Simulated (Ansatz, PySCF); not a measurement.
Molecule: lithium fluoride, LiF (charge 0, singlet). 
Geometry from a B3LYP-D3(BJ)/def2-TZVP (Ansatz, an electronic-structure program) optimisation:
```
Li
F 1 1.5615
```

Property: vertical ionisation energy (to the doublet state of charge +1; each state is the SCF solution reached for its spin), in eV. Correlated levels leave the core frozen unless marked. Open shells are spin-unrestricted. No spin-orbit coupling. Non-relativistic. 

```json
[
 {"level": "PBE/def2-TZVPD", "program": "Ansatz", "vertical ionisation energy (eV)": "11.83"},
 {"level": "B3LYP/def2-TZVPD", "program": "Ansatz", "vertical ionisation energy (eV)": "11.76"},
 {"level": "CAM-B3LYP/def2-TZVPD", "program": "Ansatz", "vertical ionisation energy (eV)": "11.78"},
 {"level": "wB97M-V/def2-TZVPD", "program": "Ansatz", "vertical ionisation energy (eV)": "11.57"},
 {"level": "wB97X-V/def2-TZVPD", "program": "Ansatz", "vertical ionisation energy (eV)": "11.59"},
 {"level": "CCSD(T)/def2-TZVPPD", "program": "Ansatz", "vertical ionisation energy (eV)": "11.42"}
]
```

For comparison, minus the highest occupied orbital energy (PySCF): 8.16 eV at PW6B95/def2-TZVPD, 8.89 eV at MN15/def2-TZVPD, 6.16 eV at TPSS/def2-TZVPD.
